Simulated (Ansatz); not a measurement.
Geometry optimisation, RKS PBE/def2-SVP in Ansatz.

input.yaml

```yaml
crystal:
  periodic: [false, false, false]
  atoms:
    - { symbol: B, position_ang: [0.0, 0.0, 0.0] }
    - { symbol: Cl, position_ang: [1.1911, 0.0, 1.6808] }
    - { symbol: H, position_ang: [1.3757, 0.0, -0.1988] }
    - { symbol: "N", position_ang: [-1.3423, 0.0, -0.775] }
    - { symbol: H, position_ang: [-2.0112, -0.8164, -0.6764] }
    - { symbol: H, position_ang: [-1.5914, 0.8164, -1.4036] }
basis:
  gaussian: { orbitals: def2-SVP }
hamiltonian:
  xc: pbe
relax:
  f_tol: 0.15
  max_steps: 25
  restrain:
    - { distance: [1, 2], at: 1.37, k: 30.0 }
    - { distance: [0, 1], at: 3.06, k: 30.0 }
    - { distance: [0, 2], at: 2.39, k: 30.0 }
```

Launched with:

```bash
$ ansatz run input.yaml --threads 1 --pin off --max-ram 2048MiB --backend cpu --events-out ev --progress --plain --runs-dir out
```

Task: Where does it end, and by what steps?

Result: The forces met the threshold. The restraints hold the end off the free minimum. After 13 steps the energy has risen by 0.053 eV (the restraints' own energy left out); B1 moved furthest, 1.09 Å. Parted: B1–Cl2, B1–H3. Joined: Cl2–H3.

```json
{"step": "0", "energy less start (eV)": "0.0000", "largest force component (eV/Å)": "3.163", "accepted": "yes"}
{"step": "1", "energy less start (eV)": "1.1865", "largest force component (eV/Å)": "5.634", "accepted": "yes"}
{"step": "2", "energy less start (eV)": "2.5322", "largest force component (eV/Å)": "11.488", "accepted": "yes"}
{"step": "3", "energy less start (eV)": "2.2460", "largest force component (eV/Å)": "11.481", "accepted": "yes"}
{"step": "4", "energy less start (eV)": "1.0775", "largest force component (eV/Å)": "5.273", "accepted": "yes"}
{"step": "5", "energy less start (eV)": "0.5113", "largest force component (eV/Å)": "1.580", "accepted": "yes"}
{"step": "6", "energy less start (eV)": "0.3079", "largest force component (eV/Å)": "1.389", "accepted": "yes"}
{"step": "7", "energy less start (eV)": "0.1530", "largest force component (eV/Å)": "0.626", "accepted": "yes"}
{"step": "8", "energy less start (eV)": "0.1371", "largest force component (eV/Å)": "0.589", "accepted": "yes"}
{"step": "9", "energy less start (eV)": "0.0993", "largest force component (eV/Å)": "0.591", "accepted": "yes"}
{"step": "10", "energy less start (eV)": "0.1075", "largest force component (eV/Å)": "0.960", "accepted": "no"}
{"step": "11", "energy less start (eV)": "0.0854", "largest force component (eV/Å)": "0.586", "accepted": "yes"}
{"step": "12", "energy less start (eV)": "0.0746", "largest force component (eV/Å)": "0.601", "accepted": "yes"}
{"step": "13", "energy less start (eV)": "0.0528", "largest force component (eV/Å)": "0.587", "accepted": "yes"}
```

```xyz
6
Properties=species:S:1:pos:R:3
B -0.058 0.320 -1.036
Cl 1.241 -0.416 1.645
H 1.739 0.094 0.504
N -1.405 0.062 -0.861
H -1.811 -0.432 -0.058
H -2.085 0.372 -1.568
```

The run took 6.6 s on 1 thread of AMD EPYC 9R45 96-Core Processor (Zen 5), on a shared host, peak memory 0.15 GiB.
